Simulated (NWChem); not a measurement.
# methanol (CH4O); SMILES CO

```xyz
6

C     -0.0103    -0.6495     0.0000
O     -0.0878     0.7457     0.0000
H      0.4975    -1.0609    -0.8949
H     -1.0381    -1.0424     0.0000
H      0.4975    -1.0609     0.8949
H      0.8077     1.0959     0.0000
```
Atoms are numbered in this order, from 1.

All runs: NWChem. Coordinates come from a PBE0/def2-SVP optimisation. Ions are spin-unrestricted doublets at the neutral geometry; other ion states weren't tried.

What does the run give for PBE/def2-SVP? Quantities: vertical ionisation energy, ΔSCF (eV); −ε(HOMO) (eV).

vertical ionisation energy, ΔSCF (eV): 10.45
−ε(HOMO) (eV): 5.76
